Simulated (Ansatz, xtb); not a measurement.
# C5H12N+: which of two isomers lies lower

Structure I: `C[NH+]1CCCC1`, a singlet. Structure II: `C[C@@H]1CC[NH2+]C1`, a singlet. Both are isolated ions in the gas phase, relaxed with PBE-D3(BJ)/def2-SVP; the shapes shown needn't be the lowest conformers.

I (Å):

```
atom    x (Å)    y (Å)    z (Å)
   C  -1.1229  -1.4512  -2.4868
   C  -1.2921  -2.2301  -0.0729
   C  -0.9615  -1.6141   1.2905
   C  -0.0532  -0.3851   0.9848
   C   0.0773  -0.3379  -0.5423
   N  -1.1505  -1.0738  -1.0437
   H  -2.0616  -1.9746  -2.7442
   H  -0.2602  -2.1198  -2.6616
   H  -1.0199  -0.5375  -3.1000
   H  -1.9638  -0.4482  -0.8924
   H  -2.3041  -2.6663  -0.1692
   H  -0.5480  -2.9857  -0.3934
   H  -1.8849  -1.3026   1.8161
   H  -0.4654  -2.3607   1.9379
   H   0.9463  -0.4686   1.4502
   H  -0.5063   0.5479   1.3719
   H   0.1043   0.6733  -0.9899
   H   0.9467  -0.9139  -0.9156
```

II (Å):

```xyz
18

C     1.4904   -1.8008   -0.4620
C     0.5285   -0.6489   -0.1821
C    -0.9630   -0.9670   -0.3981
C    -1.6374    0.4013   -0.4047
C     0.7318    0.5517   -1.1129
N    -0.5771    1.3371   -1.0164
H     2.5444   -1.4921   -0.3191
H     1.3773   -2.1770   -1.4996
H     1.2950   -2.6434    0.2285
H     0.6687   -0.3057    0.8680
H    -1.1067   -1.4855   -1.3698
H    -1.3838   -1.6192    0.3908
H    -1.8415    0.7747    0.6163
H    -2.5644    0.4741   -1.0020
H    -0.4611    2.1808   -0.4301
H    -0.8704    1.6822   -1.9460
H     1.5756    1.2179   -0.8546
H     0.8394    0.2262   -2.1663
```

Quicker runs give these differences E(II) − E(I): GFN2-xTB +5.6 kcal/mol; HF/STO-3G +0.9 kcal/mol (at GFN2-xTB geometries); r2SCAN-D4/def2-SVP −2.6 kcal/mol (at GFN2-xTB geometries).

Question: Estimate which is lower in electronic energy at CCSD(T)/def2-SVP + ΔMP2/def2-TZVPP, and by roughly how much.

Answer: The CCSD(T)/def2-SVP + ΔMP2/def2-TZVPP calculation puts structure II lower, by 2.0 kcal/mol.

How the difference moves with the method:

```json
{"level": "GFN2-xTB", "geometry": "GFN2-xTB", "E(II) − E(I) (kcal/mol)": "+5.6", "departure from the last row (kcal/mol)": "+7.6", "job, with rough time for the two": "optimisation, 0.32 s"}
{"level": "HF/STO-3G", "geometry": "GFN2-xTB", "E(II) − E(I) (kcal/mol)": "+0.9", "departure from the last row (kcal/mol)": "+2.9", "job, with rough time for the two": "single point, 0.69 s"}
{"level": "r2SCAN-D4/def2-SVP", "geometry": "GFN2-xTB", "E(II) − E(I) (kcal/mol)": "−2.6", "departure from the last row (kcal/mol)": "−0.6", "job, with rough time for the two": "single point, 6 s"}
{"level": "PBE-D3(BJ)/def2-SVP", "geometry": "PBE-D3(BJ)/def2-SVP", "E(II) − E(I) (kcal/mol)": "−2.7", "departure from the last row (kcal/mol)": "−0.6", "job, with rough time for the two": "optimisation, 34 s"}
{"level": "HF/def2-SVP", "geometry": "PBE-D3(BJ)/def2-SVP", "E(II) − E(I) (kcal/mol)": "−1.8", "departure from the last row (kcal/mol)": "+0.2", "job, with rough time for the two": "part of the CCSD(T) run"}
{"level": "MP2/def2-SVP", "geometry": "PBE-D3(BJ)/def2-SVP", "E(II) − E(I) (kcal/mol)": "−2.8", "departure from the last row (kcal/mol)": "−0.8", "job, with rough time for the two": "part of the CCSD(T) run"}
{"level": "CCSD(T)/def2-SVP", "geometry": "PBE-D3(BJ)/def2-SVP", "E(II) − E(I) (kcal/mol)": "−2.3", "departure from the last row (kcal/mol)": "−0.3", "job, with rough time for the two": "single point"}
{"level": "CCSD(T)/def2-SVP + ΔMP2/def2-TZVPP", "geometry": "PBE-D3(BJ)/def2-SVP", "E(II) − E(I) (kcal/mol)": "−2.0", "departure from the last row (kcal/mol)": "", "job, with rough time for the two": "single point, 2.3 min"}
```

As drawn, II has 1 C–C, 1 N–H in place of 1 C–N, 1 C–H.

GFN2-xTB, HF/STO-3G put the two in the other order. The largest departure from CCSD(T)/def2-SVP + ΔMP2/def2-TZVPP is that of GFN2-xTB, 7.6 kcal/mol. The last row adds to CCSD(T) the change of the MP2 difference between the two basis sets, here +0.3 kcal/mol.

With thermal terms from frequencies at re-optimised GFN2-xTB minima (ideal gas, soft modes damped towards free rotors, one conformer each, 298.15 K, 1 atm): the zero-point term adds +0.1 kcal/mol; ΔH is −2.0 and ΔG −1.8 kcal/mol.

The correlated steps freeze 6 core orbitals. Mirror images aren't counted in ΔG. Run with Ansatz 0.2.0, xtb 6.7.1; the last row on 2 threads of Intel(R) Xeon(R) Processor @ 2.70GHz on a shared host.
